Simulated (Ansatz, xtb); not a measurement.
**Worked example: C4H8O → C4H6O + H2**

Species: C4H8O (butyraldehyde) `CCCC=O`, singlet; C4H6O (3-butenal) `C=CCC=O`, singlet; H2 (hydrogen), singlet. 

Shapes, held fixed at every level: PBE0-D4/def2-TZVP. Flexible molecules stand in one conformer, not always the lowest. Programs: Ansatz 0.2.0, xtb 6.7.1. Electronic energies: no zero-point or thermal term.

At CCSD(T)/CBS estimate; 1 Eh = 2625.50 kJ/mol:

| species | energy (Eh) |
| --- | --- |
| C4H8O | -232.190325 |
| C4H6O | -230.953274 |
| H2 | -1.175441 |

Task: Work out ΔE of the reaction at this level.

Result: 
1. Products less reactants: (-230.953274) + (-1.175441) − [(-232.190325)] = 0.061610 Eh = +161.8 kJ/mol.

Other levels give +161.9 (CCSD(T)/def2-TZVPP) to +178.1 kJ/mol (PBE0-D4/def2-TZVPP). No measured value is set beside it here. The CBS estimate extrapolates MP2 from def2-TZVPP and def2-QZVPP and adds CCSD(T) − MP2 in the triple-zeta set, cores frozen; for H2 it overshoots the exact energy by about 1 mEh.
